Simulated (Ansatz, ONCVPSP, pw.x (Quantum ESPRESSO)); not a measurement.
# Equation-of-state test of one ONCV potential (rhenium (Re))

```
Element                 : Re
Generator               : ONCVPSP 4.0.1.1 (patched build)
Type                    : optimised norm-conserving Vanderbilt (ONCV)
Functional              : LDA (Perdew-Wang 92)
Relativity              : scalar-relativistic
Frozen core             : [Kr] 4d10 4f14
Valence charge          : 15
Reference configuration : 5s2 5p6 5d5 6s1 6p1
Partial waves           : 5s+6s: rc 2.00 bohr, ncon 4, nbas 7, qcut 6.7 1/bohr, 2 projectors; 5p+6p: rc 2.20 bohr, ncon 4, nbas 8, qcut 4.8 1/bohr, 2 projectors; 5d: rc 2.00 bohr, ncon 3, nbas 8, qcut 5.2 1/bohr, local
Local potential         : the d channel
Core correction         : Teter function fitted to the true core (icmod 2), fcfact 0.3
```

Atomic tests: cutoffs needed: 14 Ha and 33 Ha (the cutoffs (Ha) at which the residual kinetic energy of the hardest occupied pseudo-wave falls to 1 and 0.1 mHa per electron); ghost test: ghosts flagged at negative energy: p at -220.4 eV; no localised positive-energy state flagged; a true bound ghost makes a file unfit for plane-wave use; largest excitation error: -10 meV (all-electron minus pseudo) for 5s2 5p6 5d5 6s0 6p0, out of 4 test configurations.

Crystal test: fcc Re in pw.x 7.5, no spin, 15³ k-points, Fermi–Dirac smearing 0.01 Ry, cutoffs 80/320 Ry. The reference is all-electron LAPW (Ansatz 0.2.0) with the same functional, mesh and smearing; V0 and B0 come from Birch–Murnaghan fits to the pressures at five volumes. Errors are pseudo minus all-electron; Δ is the rms difference of the E(V) curves that follow from these fits, minima aligned, over ±6 % about the mean V0. Mesh and smearing are coarse, so the numbers serve the comparison and aren't converged zero-temperature values; the lattice is a test structure that the element need not adopt.

All-electron: a0 = 3.862 Å (V0 = 14.40 Å³/atom), B0 = 399.9 GPa.

Q: How far does the potential miss the all-electron equation of state?

A: converged, but broken (pressure over 100 GPa off). The pressure does not cross zero within the volumes sampled, so no fit is given. The pseudo pressure rises with volume over the whole range, a mechanical instability. Note: ghosts flagged at negative energy: p at -220.4 eV; no localised positive-energy state flagged. A true bound ghost makes a file unfit for plane-wave use. A pressure error of this size marks a broken potential; the numbers have no physical meaning.

| V (Å³/atom) | P all-electron (GPa) | P pseudo (GPa) |
| --- | --- | --- |
| 13.650 | 23.89 | -781.12 |
| 14.009 | 11.55 | -765.03 |
| 14.368 | 0.76 | -746.73 |
| 14.727 | -8.68 | -733.39 |
| 15.086 | -16.93 | -715.69 |

Q: At the middle volume, how do free energy and pressure move when the wave cutoff is lowered (ecutrho kept at four times it)?

A:

```
cutoff (Ry)  shift of F (meV/atom)  shift of P (GPa)
         36              +122846.1           +755.46
         48               +67731.3          -1586.11
         64               +37448.5           +221.82
```

The run at the middle volume (120 k-points, 9 iterations) took about 47 s on one core of a shared host (Neoverse-N1, 64 threads, 124 GiB, load 55).
